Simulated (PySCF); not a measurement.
# A gas-phase reaction: AlH4N + FH → AlFH2 + H3N

What reaction energy should one expect for `[NH2][AlH2]` + `F` → `[F][AlH2]` + `N`?

Programs: PySCF 2.14.0. All values are calculated, for the isolated system unless a continuum is named. Atoms count from 0, parts from 1.

## (1) Starting point

Each species was relaxed by itself at PBE0-D3(BJ)/def2-SVPD.

## (2) Energies of the species: wB97M-D3(BJ)/def2-TZVPD

What the job is given:

```
{"job": {"kind": "react", "xc": "wB97M-D3(BJ)", "basis": "def2-TZVPD"}, "charge": 0, "multiplicity": 1}
-1 AlH4N charge 0 multiplicity 1
N      0.934810    -0.087530     0.093750
Al    -0.830240     0.075650    -0.082530
H      1.614050     0.583280    -0.242520
H      1.405640    -0.861910     0.544030
H     -1.379460     1.366900    -0.821310
H     -1.745360    -1.076650     0.508500

-1 FH charge 0 multiplicity 1
F      0.460000    -0.008400     0.004170
H     -0.460000     0.008400    -0.004170

+1 AlFH2 charge 0 multiplicity 1
F     -0.679020     1.467620     0.220830
Al     0.018740    -0.045400     0.002420
H      1.537540    -0.189160     0.402150
H     -0.911570    -1.178790    -0.577740

+1 H3N charge 0 multiplicity 1
N      0.000230     0.000870     0.284530
H     -0.789060    -0.511760    -0.097720
H     -0.043770     0.942640    -0.093640
H      0.843080    -0.430000    -0.084020
```

Level: wB97M-D3(BJ)/def2-TZVPD reaction energy of separated species, gas phase.

On the command line:

```console
> OMP_NUM_THREADS=1 python cluster_run.py task.json out
```

One launch serves the whole session: the jobs run in the order shown.

Output:

```text
species 1 (AlH4N)
coarse grid: 21360 points
cycle   1  E = -299.6492699590  dE = -1.739e-01  |g| = 4.053e-01  |ddm| = 1.718e+00
cycle   2  E = -299.6540693540  dE = -4.799e-03  |g| = 4.248e-01  |ddm| = 5.351e-01
cycle   3  E = -299.6899622007  dE = -3.589e-02  |g| = 2.577e-02  |ddm| = 2.509e-01
cycle   4  E = -299.6903115124  dE = -3.493e-04  |g| = 8.855e-03  |ddm| = 4.384e-02
cycle   5  E = -299.6903424376  dE = -3.093e-05  |g| = 1.737e-03  |ddm| = 1.315e-02
cycle   6  E = -299.6903444439  dE = -2.006e-06  |g| = 4.041e-04  |ddm| = 4.081e-03
final grid: 44376 points
cycle   7  E = -299.6903264799  dE = -1.359e-07  |g| = 2.145e-04  |ddm| = 1.480e-03
cycle   8  E = -299.6903265012  dE = -2.133e-08  |g| = 2.103e-04  |ddm| = 3.790e-04
cycle   9  E = -299.6903265108  dE = -9.592e-09  |g| = 4.139e-05  |ddm| = 1.507e-04
cycle  10  E = -299.6903265134  dE = -2.577e-09  |g| = 1.216e-05  |ddm| = 1.596e-04
cycle  11  E = -299.6903265134  dE = -6.776e-11  |g| = 1.796e-06  |ddm| = 2.615e-05
converged SCF energy = -299.6903265134

species 2 (FH)
coarse grid: 7776 points
cycle   1  E = -100.4688139797  dE = -9.408e-02  |g| = 4.644e-01  |ddm| = 6.197e-01
cycle   2  E = -100.4724950332  dE = -3.681e-03  |g| = 5.038e-01  |ddm| = 3.808e-01
cycle   3  E = -100.5053084143  dE = -3.281e-02  |g| = 2.574e-02  |ddm| = 1.678e-01
cycle   4  E = -100.5053843926  dE = -7.598e-05  |g| = 5.007e-03  |ddm| = 1.077e-02
cycle   5  E = -100.5053890338  dE = -4.641e-06  |g| = 4.334e-04  |ddm| = 3.766e-03
final grid: 16976 points
cycle   6  E = -100.5053938327  dE = -6.399e-08  |g| = 1.075e-04  |ddm| = 8.224e-04
cycle   7  E = -100.5053938361  dE = -3.440e-09  |g| = 8.336e-05  |ddm| = 2.187e-04
cycle   8  E = -100.5053938370  dE = -9.075e-10  |g| = 2.022e-05  |ddm| = 3.762e-05
converged SCF energy = -100.5053938370

species 3 (AlFH2)
coarse grid: 16600 points
cycle   1  E = -343.5686940266  dE = -2.151e-01  |g| = 6.114e-01  |ddm| = 1.400e+00
cycle   2  E = -343.5448155181  dE =  2.388e-02  |g| = 8.210e-01  |ddm| = 6.560e-01
cycle   3  E = -343.6378948114  dE = -9.308e-02  |g| = 2.766e-02  |ddm| = 3.392e-01
cycle   4  E = -343.6382027237  dE = -3.079e-04  |g| = 9.907e-03  |ddm| = 5.287e-02
cycle   5  E = -343.6382304007  dE = -2.768e-05  |g| = 2.152e-03  |ddm| = 1.037e-02
cycle   6  E = -343.6382323293  dE = -1.929e-06  |g| = 5.430e-04  |ddm| = 3.246e-03
final grid: 34240 points
cycle   7  E = -343.6382640110  dE = -1.586e-07  |g| = 5.695e-04  |ddm| = 9.765e-04
cycle   8  E = -343.6382640037  dE =  7.282e-09  |g| = 6.682e-04  |ddm| = 4.730e-04
cycle   9  E = -343.6382640618  dE = -5.806e-08  |g| = 2.333e-05  |ddm| = 2.487e-04
cycle  10  E = -343.6382640624  dE = -6.003e-10  |g| = 4.921e-06  |ddm| = 5.202e-05
converged SCF energy = -343.6382640624

species 4 (H3N)
coarse grid: 12536 points
cycle   1  E = -56.5694037158  dE = -1.294e-01  |g| = 3.024e-01  |ddm| = 1.089e+00
cycle   2  E = -56.5779581138  dE = -8.554e-03  |g| = 2.716e-01  |ddm| = 2.677e-01
cycle   3  E = -56.5918806581  dE = -1.392e-02  |g| = 2.125e-02  |ddm| = 1.115e-01
cycle   4  E = -56.5919862929  dE = -1.056e-04  |g| = 5.195e-03  |ddm| = 1.730e-02
cycle   5  E = -56.5919974336  dE = -1.114e-05  |g| = 7.323e-04  |ddm| = 8.724e-03
cycle   6  E = -56.5919978489  dE = -4.153e-07  |g| = 1.111e-04  |ddm| = 3.177e-03
final grid: 27112 points
cycle   7  E = -56.5919833805  dE = -1.507e-08  |g| = 6.508e-05  |ddm| = 6.101e-04
cycle   8  E = -56.5919833824  dE = -1.899e-09  |g| = 5.335e-05  |ddm| = 1.932e-04
cycle   9  E = -56.5919833831  dE = -6.710e-10  |g| = 1.179e-05  |ddm| = 4.372e-05
converged SCF energy = -56.5919833831

Reaction energy = -21.294 kcal/mol
```

Run time: 5.2 s. Hardware: 1 thread of Arm Neoverse V2, shared host; peak memory 0.43 GiB.

Species by species (with the dispersion term, which the log's SCF energies lack):

```tsv
ν	species	energy (Eh)	HOMO (eV)
-1	[NH2][AlH2]	-299.69380	-10.04
-1	F	-100.50563	-14.54
+1	[F][AlH2]	-343.63979	-11.18
+1	N	-56.59358	-10.26
```

## (3) Reaction energy: PBE0-D3(BJ)/def2-TZVPD

Settings changed since step 2:

```diff
@@ -1,2 +1,2 @@
-{"job": {"kind": "react", "xc": "wB97M-D3(BJ)", "basis": "def2-TZVPD"}, "charge": 0, "multiplicity": 1}
+{"job": {"kind": "react", "xc": "PBE0", "basis": "def2-TZVPD", "disp": "d3bj"}, "charge": 0, "multiplicity": 1}
 -1 AlH4N charge 0 multiplicity 1
```

Level: PBE0-D3(BJ)/def2-TZVPD reaction energy of separated species, gas phase.

Output:

```text
species 1 (AlH4N)
coarse grid: 5168 points
cycle   1  E = -299.4080835610  dE = -1.352e-01  |g| = 4.772e-01  |ddm| = 1.811e+00
cycle   2  E = -299.3196677151  dE =  8.842e-02  |g| = 7.760e-01  |ddm| = 7.705e-01
cycle   3  E = -299.4579934024  dE = -1.383e-01  |g| = 4.585e-02  |ddm| = 5.109e-01
cycle   4  E = -299.4585914056  dE = -5.980e-04  |g| = 8.105e-03  |ddm| = 4.105e-02
cycle   5  E = -299.4586059896  dE = -1.458e-05  |g| = 1.340e-03  |ddm| = 8.150e-03
cycle   6  E = -299.4586065447  dE = -5.551e-07  |g| = 3.316e-04  |ddm| = 1.631e-03
final grid: 44376 points
cycle   7  E = -299.4543593348  dE = -9.297e-06  |g| = 5.631e-03  |ddm| = 1.741e-02
cycle   8  E = -299.4543489280  dE =  1.041e-05  |g| = 8.970e-03  |ddm| = 7.744e-03
cycle   9  E = -299.4543658181  dE = -1.689e-05  |g| = 1.239e-04  |ddm| = 5.009e-03
cycle  10  E = -299.4543658232  dE = -5.104e-09  |g| = 3.834e-05  |ddm| = 2.056e-04
cycle  11  E = -299.4543658235  dE = -3.788e-10  |g| = 1.011e-05  |ddm| = 5.030e-05
converged SCF energy = -299.4543658235

species 2 (FH)
coarse grid: 1712 points
cycle   1  E = -100.3541482400  dE = -3.605e-02  |g| = 4.958e-01  |ddm| = 6.253e-01
cycle   2  E = -100.3146291455  dE =  3.952e-02  |g| = 7.430e-01  |ddm| = 5.125e-01
cycle   3  E = -100.3938728437  dE = -7.924e-02  |g| = 2.284e-02  |ddm| = 2.892e-01
cycle   4  E = -100.3939484001  dE = -7.556e-05  |g| = 4.205e-03  |ddm| = 9.787e-03
cycle   5  E = -100.3939503841  dE = -1.984e-06  |g| = 3.557e-04  |ddm| = 1.247e-03
final grid: 16976 points
cycle   6  E = -100.3948398880  dE = -1.861e-05  |g| = 4.006e-03  |ddm| = 7.553e-03
cycle   7  E = -100.3948379528  dE =  1.935e-06  |g| = 5.512e-03  |ddm| = 3.360e-03
cycle   8  E = -100.3948420621  dE = -4.109e-06  |g| = 9.869e-05  |ddm| = 2.018e-03
cycle   9  E = -100.3948420634  dE = -1.263e-09  |g| = 1.771e-05  |ddm| = 3.903e-05
cycle  10  E = -100.3948420634  dE = -4.790e-11  |g| = 3.064e-06  |ddm| = 1.022e-05
converged SCF energy = -100.3948420634

species 3 (AlFH2)
coarse grid: 3952 points
cycle   1  E = -343.2987796589  dE = -1.468e-01  |g| = 6.224e-01  |ddm| = 1.478e+00
cycle   2  E = -343.1418447526  dE =  1.569e-01  |g| = 1.193e+00  |ddm| = 8.580e-01
cycle   3  E = -343.3638866700  dE = -2.220e-01  |g| = 2.889e-02  |ddm| = 5.668e-01
cycle   4  E = -343.3640548336  dE = -1.682e-04  |g| = 1.318e-02  |ddm| = 4.345e-02
cycle   5  E = -343.3640754881  dE = -2.065e-05  |g| = 1.717e-03  |ddm| = 7.429e-03
cycle   6  E = -343.3640761472  dE = -6.592e-07  |g| = 1.966e-04  |ddm| = 1.584e-03
final grid: 34240 points
cycle   7  E = -343.3672759668  dE = -2.052e-05  |g| = 2.224e-03  |ddm| = 9.386e-03
cycle   8  E = -343.3672751476  dE =  8.192e-07  |g| = 3.183e-03  |ddm| = 2.242e-03
cycle   9  E = -343.3672765679  dE = -1.420e-06  |g| = 2.446e-04  |ddm| = 1.413e-03
cycle  10  E = -343.3672765764  dE = -8.420e-09  |g| = 3.188e-05  |ddm| = 1.011e-04
cycle  11  E = -343.3672765764  dE = -8.913e-11  |g| = 3.873e-06  |ddm| = 2.225e-05
converged SCF energy = -343.3672765764

species 4 (H3N)
coarse grid: 2928 points
cycle   1  E = -56.4891623505  dE = -9.639e-02  |g| = 3.707e-01  |ddm| = 1.102e+00
cycle   2  E = -56.4627365795  dE =  2.643e-02  |g| = 5.179e-01  |ddm| = 4.445e-01
cycle   3  E = -56.5198353628  dE = -5.710e-02  |g| = 1.578e-02  |ddm| = 2.492e-01
cycle   4  E = -56.5198840294  dE = -4.867e-05  |g| = 3.352e-03  |ddm| = 8.672e-03
cycle   5  E = -56.5198861992  dE = -2.170e-06  |g| = 3.227e-04  |ddm| = 2.233e-03
final grid: 27112 points
cycle   6  E = -56.5150237609  dE = -1.182e-05  |g| = 5.562e-03  |ddm| = 1.615e-02
cycle   7  E = -56.5150183787  dE =  5.382e-06  |g| = 7.616e-03  |ddm| = 6.139e-03
cycle   8  E = -56.5150299332  dE = -1.155e-05  |g| = 1.260e-04  |ddm| = 3.424e-03
cycle   9  E = -56.5150299367  dE = -3.531e-09  |g| = 3.244e-05  |ddm| = 1.061e-04
cycle  10  E = -56.5150299370  dE = -2.721e-10  |g| = 3.593e-06  |ddm| = 2.301e-05
converged SCF energy = -56.5150299370

Reaction energy = -20.370 kcal/mol
```

Wall time 2.3 s (1 thread of Arm Neoverse V2, shared host); peak memory 0.43 GiB.

Reaction energy at this level: -20.37 kcal/mol.

## (4) Energies of the species: MP2/def2-TZVPD

Settings changed since step 3:

```diff
@@ -1,2 +1,2 @@
-{"job": {"kind": "react", "xc": "PBE0", "basis": "def2-TZVPD", "disp": "d3bj"}, "charge": 0, "multiplicity": 1}
+{"job": {"kind": "react", "xc": "MP2", "basis": "def2-TZVPD"}, "charge": 0, "multiplicity": 1}
 -1 AlH4N charge 0 multiplicity 1
```

With the program's defaults for keys left out, this is: MP2/def2-TZVPD reaction energy of separated species, gas phase.

Output:

```text
species 1 (AlH4N)
final grid: 44376 points
cycle   1  E = -298.7218259140  dE = -2.438e-01  |g| = 3.033e-01  |ddm| = 1.680e+00
cycle   2  E = -298.7474973249  dE = -2.567e-02  |g| = 1.438e-01  |ddm| = 3.567e-01
cycle   3  E = -298.7521983690  dE = -4.701e-03  |g| = 4.077e-02  |ddm| = 1.180e-01
cycle   4  E = -298.7528044952  dE = -6.061e-04  |g| = 5.365e-03  |ddm| = 5.796e-02
cycle   5  E = -298.7528196641  dE = -1.517e-05  |g| = 1.337e-03  |ddm| = 1.047e-02
cycle   6  E = -298.7528208765  dE = -1.212e-06  |g| = 4.222e-04  |ddm| = 2.297e-03
cycle   7  E = -298.7528210119  dE = -1.354e-07  |g| = 9.736e-05  |ddm| = 8.770e-04
cycle   8  E = -298.7528210217  dE = -9.805e-09  |g| = 2.331e-05  |ddm| = 2.379e-04
cycle   9  E = -298.7528210223  dE = -5.182e-10  |g| = 5.582e-06  |ddm| = 5.400e-05
converged SCF energy = -298.7528210223

species 2 (FH)
final grid: 16976 points
cycle   1  E = -100.0371197607  dE = -1.649e-01  |g| = 4.007e-01  |ddm| = 6.032e-01
cycle   2  E = -100.0578875146  dE = -2.077e-02  |g| = 2.336e-01  |ddm| = 2.533e-01
cycle   3  E = -100.0646339665  dE = -6.746e-03  |g| = 2.356e-02  |ddm| = 8.091e-02
cycle   4  E = -100.0647513969  dE = -1.174e-04  |g| = 6.199e-03  |ddm| = 1.253e-02
cycle   5  E = -100.0647671093  dE = -1.571e-05  |g| = 1.459e-03  |ddm| = 5.122e-03
cycle   6  E = -100.0647683823  dE = -1.273e-06  |g| = 2.290e-04  |ddm| = 1.848e-03
cycle   7  E = -100.0647684167  dE = -3.438e-08  |g| = 1.958e-05  |ddm| = 4.211e-04
cycle   8  E = -100.0647684169  dE = -1.855e-10  |g| = 2.360e-06  |ddm| = 2.495e-05
converged SCF energy = -100.0647684169

species 3 (AlFH2)
final grid: 34240 points
cycle   1  E = -342.5748044829  dE = -3.392e-01  |g| = 5.301e-01  |ddm| = 1.362e+00
cycle   2  E = -342.6153455144  dE = -4.054e-02  |g| = 3.842e-01  |ddm| = 4.268e-01
cycle   3  E = -342.6352906682  dE = -1.995e-02  |g| = 2.963e-02  |ddm| = 1.706e-01
cycle   4  E = -342.6358235624  dE = -5.329e-04  |g| = 6.172e-03  |ddm| = 7.386e-02
cycle   5  E = -342.6358393218  dE = -1.576e-05  |g| = 1.336e-03  |ddm| = 1.234e-02
cycle   6  E = -342.6358399548  dE = -6.330e-07  |g| = 2.486e-04  |ddm| = 2.051e-03
cycle   7  E = -342.6358399912  dE = -3.638e-08  |g| = 7.380e-05  |ddm| = 3.172e-04
cycle   8  E = -342.6358399944  dE = -3.263e-09  |g| = 1.621e-05  |ddm| = 1.136e-04
cycle   9  E = -342.6358399946  dE = -1.580e-10  |g| = 2.515e-06  |ddm| = 2.277e-05
converged SCF energy = -342.6358399946

species 4 (H3N)
final grid: 27112 points
cycle   1  E = -56.2058929960  dE = -1.621e-01  |g| = 2.298e-01  |ddm| = 1.073e+00
cycle   2  E = -56.2178836345  dE = -1.199e-02  |g| = 7.796e-02  |ddm| = 1.404e-01
cycle   3  E = -56.2190889118  dE = -1.205e-03  |g| = 2.444e-02  |ddm| = 4.021e-02
cycle   4  E = -56.2192482393  dE = -1.593e-04  |g| = 5.226e-03  |ddm| = 1.749e-02
cycle   5  E = -56.2192623721  dE = -1.413e-05  |g| = 1.112e-03  |ddm| = 7.204e-03
cycle   6  E = -56.2192635917  dE = -1.220e-06  |g| = 2.935e-04  |ddm| = 3.286e-03
cycle   7  E = -56.2192636864  dE = -9.468e-08  |g| = 4.961e-05  |ddm| = 9.838e-04
cycle   8  E = -56.2192636885  dE = -2.081e-09  |g| = 4.563e-06  |ddm| = 1.082e-04
cycle   9  E = -56.2192636885  dE = -1.380e-11  |g| = 5.840e-07  |ddm| = 2.273e-05
converged SCF energy = -56.2192636885

Reaction energy = -20.946 kcal/mol
```

It took 1 s on 1 thread of Arm Neoverse V2, shared host; peak memory 0.44 GiB.

Reaction energy at this level: -20.95 kcal/mol.

## (5) Side by side

Energies in kcal/mol, with wall time:

```tsv
run	reaction	time
wB97M-D3(BJ)/def2-TZVPD	-21.29	5.2 s
PBE0-D3(BJ)/def2-TZVPD	-20.37	2.3 s
MP2/def2-TZVPD	-20.95	1 s
```

## (6) Results

| quantity | value |
| --- | --- |
| reaction energy (wB97M-D3(BJ)/def2-TZVPD) | -21.29 kcal/mol |
| ΔH, ΔG at 298 K (xTB thermal terms) | -19.2, -18.9 kcal/mol |
| range of the reaction energy over the runs of this table | -21.29 to -20.37 kcal/mol |

In words: The reaction is exothermic by 19.2 kcal/mol in the gas phase; dispersion gives +0.37, and xTB itself gave -42.43 for the electronic energy (xTB energies and thermal terms come from the earlier relaxation of each species, not shown). No barrier was sought. xTB and this level differ widely in the electronic energy, so what comes from xTB (the thermal terms above all) is less safe here. The reaction energy runs from -21.29 (wB97M-D3(BJ)/def2-TZVPD) to -20.37 kcal/mol (PBE0-D3(BJ)/def2-TZVPD).
